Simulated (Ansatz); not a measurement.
**CH₂ (singlet): the correlation ladder, 6-31G***

One table from this session's results is given with a row withheld; the runs are named, their logs left out.

The runs use Ansatz 0.2.0, Gaussian basis; 6-31G*, core rule «outside noble gas», up to 1 orbitals frozen.

To be run: UHF; CCSD(T) on RHF; CCSD(T) on UHF; BCCD(T) on RHF; CISD; CCSDT(Q) on RHF; CCSDT(Q) on UHF; CISDTQ; CCSDTQ on RHF; CCSDTQ on UHF; CASSCF and MRCISD+Q, 6 electrons in 6 orbitals; CASSCF and NEVPT2, 6 electrons in 6 orbitals; Full CI.

40 further runs of the same task are left out: 40 set aside as unsound or not needed.

## The system

The geometry is an MP2(full)/6-31G* stationary point (not a proven minimum).

3 atoms, charge 0, spin multiplicity 1.

Atoms are counted from 1 here; the program's logs count them from 0.

Bond lengths: C1–H2 1.109 Å, C1–H3 1.109 Å. Angles: H2–C1–H3 102.1°.

Set-up of the first run:

The input, in.yaml:

```yaml
crystal:
  periodic: [false, false, false]
  atoms:
    - {symbol: C, position_ang: [0.000000, 0.000000, 0.100225]}
    - {symbol: H, position_ang: [0.000000, 0.862232, -0.597147]}
    - {symbol: H, position_ang: [0.000000, -0.862232, -0.597147]}
basis:
  gaussian: {orbitals: "6-31G*"}
magnetization: {spin_polarized: true, initial_magnetization: 0}
hamiltonian: {xc: hf}
output: {orbitals: {seedname: orbitals}}
```

On the command line:

```bash
> ansatz run in.yaml --threads 1 --pin off --events-out ev --progress --plain --max-ram 3498MiB --backend cpu
```

Among the steps run: UHF; CCSD(T) on RHF; CCSD(T) on UHF; BCCD(T) on RHF; CISD; CCSDT(Q) on RHF; CCSDT(Q) on UHF; CISDTQ; CCSDTQ on RHF; CCSDTQ on UHF; CASSCF and MRCISD+Q, 6 electrons in 6 orbitals; CASSCF and NEVPT2, 6 electrons in 6 orbitals; Full CI.

One table of the session follows, with a row left open; its other results are not shown here.

It belongs to the step «Misses and costs». 

```
          method  from FCI (meV)
             RHF         +3451.0
            RMP2               ?
            CISD          +210.8
           RCCSD           +93.3
        RCCSD(T)           +22.0
         BCCD(T)           +22.0
          RCCSDT            +3.3
          CISDTQ            +4.2
       RCCSDT(Q)            +0.6
         RCCSDTQ            +0.1
  CASSCF valence         +1809.3
  NEVPT2 valence          +415.3
  MRCISD valence           +53.6
MRCISD+Q valence           +10.8
             FCI               0
```

**Question.** Estimate the row for RMP2.

As computed: from FCI (meV): +787.6. In the column «from FCI (meV)» it lies between NEVPT2 valence (+415.3) and CASSCF valence (+1809.3).

Left out of the table: UHF, UMP2, UCCSD, UCCSD(T), UCCSDT, UCCSDT(Q), UCCSDTQ (another determinant or state than the rows shown).
